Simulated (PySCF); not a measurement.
Butadiene, C4H6, SMILES C=CC=C, CAM-B3LYP/def2-SVP optimised geometry.

```
10

C     -1.48     1.10     0.00
C     -0.73     0.00     0.00
C      0.73     0.00     0.00
C      1.48    -1.10     0.00
H     -1.03     2.10     0.00
H     -2.57     1.05     0.00
H     -1.22    -0.98     0.00
H      1.22     0.98     0.00
H      2.57    -1.05     0.00
H      1.03    -2.10     0.00
```

Density from PySCF with CAM-B3LYP/def2-TZVP at that geometry.

Minimum of the electron density along straight lines between bonded atoms, close to the bond critical point (lines longer than 1.1 times the sum of covalent radii, or with two minima, are not listed):

```json
[
 {"bond": "C1–C2", "length / Å": "1.335", "ρ at the minimum / e bohr⁻³": "0.353", "∇²ρ there / e bohr⁻⁵": "-1.09", "position (fraction from the first atom)": "0.50"},
 {"bond": "C2–C3", "length / Å": "1.461", "ρ at the minimum / e bohr⁻³": "0.283", "∇²ρ there / e bohr⁻⁵": "-0.81", "position (fraction from the first atom)": "0.50"},
 {"bond": "C3–C4", "length / Å": "1.335", "ρ at the minimum / e bohr⁻³": "0.353", "∇²ρ there / e bohr⁻⁵": "-1.09", "position (fraction from the first atom)": "0.50"},
 {"bond": "C1–H5", "length / Å": "1.094", "ρ at the minimum / e bohr⁻³": "0.278", "∇²ρ there / e bohr⁻⁵": "-0.97", "position (fraction from the first atom)": "0.65"},
 {"bond": "C1–H6", "length / Å": "1.092", "ρ at the minimum / e bohr⁻³": "0.280", "∇²ρ there / e bohr⁻⁵": "-0.99", "position (fraction from the first atom)": "0.65"},
 {"bond": "C2–H7", "length / Å": "1.096", "ρ at the minimum / e bohr⁻³": "0.279", "∇²ρ there / e bohr⁻⁵": "-0.98", "position (fraction from the first atom)": "0.65"},
 {"bond": "C3–H8", "length / Å": "1.096", "ρ at the minimum / e bohr⁻³": "0.279", "∇²ρ there / e bohr⁻⁵": "-0.98", "position (fraction from the first atom)": "0.65"},
 {"bond": "C4–H9", "length / Å": "1.092", "ρ at the minimum / e bohr⁻³": "0.280", "∇²ρ there / e bohr⁻⁵": "-0.99", "position (fraction from the first atom)": "0.65"},
 {"bond": "C4–H10", "length / Å": "1.094", "ρ at the minimum / e bohr⁻³": "0.278", "∇²ρ there / e bohr⁻⁵": "-0.97", "position (fraction from the first atom)": "0.65"}
]
```
